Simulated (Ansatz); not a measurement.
Predict the output of the script below (the Ansatz DFT code, driven from Python).

`methods_c2h3no2.py`
```python
"""C2H3NO2 at several levels of theory."""

from pathlib import Path

import ansatz as az
import numpy as np

params = {
    "basis_set": "cc-pVDZ",
}

geometry_ang = [
    ("O", (-0.52, 1.3704, 0.3134)),
    ("C", (0.1075, 0.1794, 0.1881)),
    ("O", (1.4905, 0.1803, 0.2067)),
    ("C", (-0.5294, -1.0232, 0.2942)),
    ("N", (-0.448, -0.7033, -0.9111)),
    ("H", (-0.9585, 1.6397, -0.5652)),
    ("H", (1.8703, -0.0303, -0.6684)),
    ("H", (-0.9203, -1.67, 1.0864)),
]
geometry = az.Crystal.molecule()
for symbol, xyz in geometry_ang:
    geometry = geometry.atom(symbol, xyz)

job = geometry.calculation().basis(gaussian=params["basis_set"])

print("functional    E (Ha)        dipole (D)   HOMO (eV)  LUMO (eV)")
for name in ["r2scan", "lc_wpbe", "pbe0", "r2scan0", "hse06"]:
    summary = job.functional(name).forces().orbitals().run(threads=1, backend="cpu", runs_dir="runs").report
    lines = Path(summary["orbitals_path"]).read_text().splitlines()
    field_of = lambda key: [line.split("=")[1].strip() for line in lines if line.startswith(key)]
    orbitals = [(27.211386 * float(e), s, float(n)) for e, s, n in zip(field_of("Ene="), field_of("Spin="), field_of("Occup="))]
    homo = max(e for e, _, n in orbitals if n > 0.5)
    lumo = min(e for e, _, n in orbitals if n < 0.5)
    dipole = 4.803205 * np.linalg.norm(summary["charge_distribution"]["dipole_moment_e_ang"])
    print(f"{name:10s} {summary['free_energy_ev'] / 27.211386246:14.6f} {dipole:9.3f} {homo:11.3f} {lumo:10.3f}")
```

```console
$ python methods_c2h3no2.py
functional    E (Ha)        dipole (D)   HOMO (eV)  LUMO (eV)
r2scan        -282.983068     1.177      -6.032     -1.536
lc_wpbe       -282.951365     1.266      -9.942      2.034
pbe0          -282.821057     1.225      -7.202     -0.539
r2scan0       -282.942254     1.248      -7.397     -0.461
hse06         -282.808049     1.223      -6.797     -0.934
```

What to keep in mind:
- These settings explore the input space; basis and method may be short of convergence.
- The geometry is a force-field or estimated start, not a minimum of this method, and the basis set is short of its limit. A lower total doesn't mark the better method: functionals have no common bound, and MP2 and coupled cluster aren't variational.
- Levels such as HOMO and LUMO are orbital energies: with these approximate functionals they aren't the ionisation energy and electron affinity, and their gap isn't the fundamental gap.
- hse06 follows the composition of plane-wave codes, whose totals differ by tens of mHa, up to about 0.1 Ha, from the form usual in Gaussian-basis programs (wpbeh).
- Timing: 22 s on 1 thread of Arm Neoverse V1 (shared host), peak memory 0.24 GiB.
